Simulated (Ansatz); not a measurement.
A ZnWO$_{4}$ cell: a random packing after short dynamics, relaxed.

```
CELL_PARAMETERS angstrom
5.63556 0.18474 -0.97863
0.16465 6.14931 -0.45692
-0.94478 -0.45151 8.24305
ATOMIC_POSITIONS crystal
W 0.62703 0.72431 0.87422
W 0.62737 0.49300 0.37470
W 0.39019 0.93997 0.23684
O 0.51232 0.46001 0.54899
O 0.14175 0.96244 0.05359
O 0.21875 0.21868 0.77963
O 0.94225 0.42046 0.42144
O 0.52466 0.21238 0.25066
O 0.36336 0.59886 0.17634
O 0.64823 0.86698 0.07599
O 0.73164 0.89170 0.75041
O 0.25317 0.01623 0.40280
O 0.67284 0.79191 0.39579
O 0.29506 0.68416 0.80586
O 0.82907 0.49026 0.91607
Zn 0.18931 0.46062 0.94366
Zn 0.07173 0.96722 0.80197
Zn 0.23679 0.28551 0.56829
```

Level of theory: DFT PBE, scalar-relativistic, plane waves, PAW (Ansatz).

Settings: cutoff 420 eV, Γ-centred mesh 4×4×3 on the computed 18-atom cell, Gaussian smearing of 0.02 eV; no spin polarisation.

Problem. Describe its local order.

Solution. Counting as bonded all pairs within 1.2 times the summed covalent radii, but none from a metal cation to another cation:

```tsv
atom → neighbour	mean count	mean length (Å)	spread (Å)
O → W	1.25	1.89	0.14
O → Zn	1.00	1.99	0.07
W → O	5.00	1.89	0.14
Zn → O	4.00	1.99	0.07
```

Angles between all pairs of such bonds at an atom (mean ± spread): 125 ± 14° at O, 106 ± 25° at W, 108 ± 14° at Zn.

Problem. Does it have a gap?

Solution. It has a gap on the mesh of 2.69 eV. Levels at Γ next to the Fermi level (eV from it): -2.32, -2.26, -2.15, -1.98, -1.91, -1.40, 1.90, 1.96, 2.07, 2.43, 2.49, 2.78. It lies 1.85 eV/atom below the elements' standard states (static lattices, no corrections for gases).

The final mesh leaves forces up to 0.51 eV/Å and stresses up to 0.4 GPa: the relaxation ran on a coarser mesh, so the cell's shape, its bonds and its energy belong partly to that mesh.

Spin-orbit coupling is left out, which matters for the bands of heavy elements. An odd mesh misses points on the zone edge, so a gap read on it can be too wide.

Cost: 2 runs of about 7.6 core-minutes in all (earlier runs that led there not counted), on Arm Neoverse V1 (shared hosts).